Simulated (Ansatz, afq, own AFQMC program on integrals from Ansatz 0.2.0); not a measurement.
# SiHO, quartet in cc-pVDZ along one coordinate

```xyz
3

Si    0.0000   -0.0944    0.5921
O     0.0000    0.0915   -1.1262
H     0.0000    1.1795    1.3768
```

The Si1–O2 distance is changed with both sides rigid. Energies in kcal/mol count from this geometry (1.728 Å) at the same level; the start stands on UHF, each point on the determinant named.

Basis cc-pVDZ. Noble-gas cores (and the filled d shells of Ga–Kr and In–Xe) are frozen. Integrals, coupled cluster, full CI and functionals: Ansatz 0.2.0; the random walks run on the same integrals in our own AFQMC program. The CISD trial takes its coefficients from CCSD amplitudes. Released means that phaseless walkers are propagated on without the constraint, phases kept. Error bars are statistical, one sigma.

Cautions, each for one point or more: higher spins were not checked; lower spins were not checked; raised T1 diagnostic; the determinant is a saddle point among determinants of its kind; unrestricted determinant spin contaminated.

```tsv
r(Si1–O2) / Å	det.	T1	weight	⟨S²⟩	PBE	PBE0	CCSD(T)
1.539	UHF†	0.023	0.91	3.76	20.1	19.4	21.1
1.862	UHF	0.025	0.90	3.77	-0.5	1.0	0.4
2.359	UHF	0.050	0.84	3.95	26.5	31.7	29.0
3.209	UHF	0.022	0.89	3.79	54.8	52.0	39.8
4.777	UHF	0.012	0.90	3.77	61.8	55.3	41.3
```

Problem. Estimate the curve of CCSDT(Q), counted from the same start.

Solution. 
```csv
r(Si1–O2) / Å,det.,T1,weight,⟨S²⟩,CCSDT(Q),ph-AFQMC/CISD,released AFQMC
1.539,UHF†,0.023,0.91,3.76,21.2,20.3 ± 0.3,21.6 ± 0.5
1.862,UHF,0.025,0.90,3.77,0.2,-0.3 ± 0.4,-0.1 ± 0.6
2.359,UHF,0.050,0.84,3.95,27.6,28.2 ± 0.4,28.4 ± 0.7*
3.209,UHF,0.022,0.89,3.79,40.1,40.1 ± 0.3,40.1 ± 0.5
4.777,UHF,0.012,0.90,3.77,41.7,41.0 ± 0.3,41.8 ± 0.5
```

Weight is that of the determinant in the CISD state; at the start T1 is 0.022 and the weight 0.91, and ⟨S²⟩ is 3.76. An asterisk marks released energies that aren't shown to be converged. A dagger marks points whose determinant fills other symmetries than the start's, so the wave-function levels may follow another state there, or a degenerate partner. Largest departures from CCSDT(Q), at the points where its series has closed: CCSD(T) -0.4 kcal/mol at 4.777 (on UHF), ph-AFQMC/CISD -0.9 kcal/mol at 1.539 (on UHF), released AFQMC 0.3 kcal/mol at 1.539 (on UHF) (within the noise), PBE 20.1 kcal/mol at 4.777, PBE0 13.6 kcal/mol at 4.777. Functionals count only at points shown to share the start's state and spin. In this small basis the wave-function levels are far from their limit, so their gap to the functionals isn't the functionals' error. In total energy ph-AFQMC/CISD lies 37 ± 10 meV above CCSDT(Q) at the start, so its agreement along the curve rests in part on cancellation.

A walk keeps the symmetry of its determinant, which the program's search chose and which needn't be the lowest solution, so a lower state of the same spin and another symmetry isn't excluded.
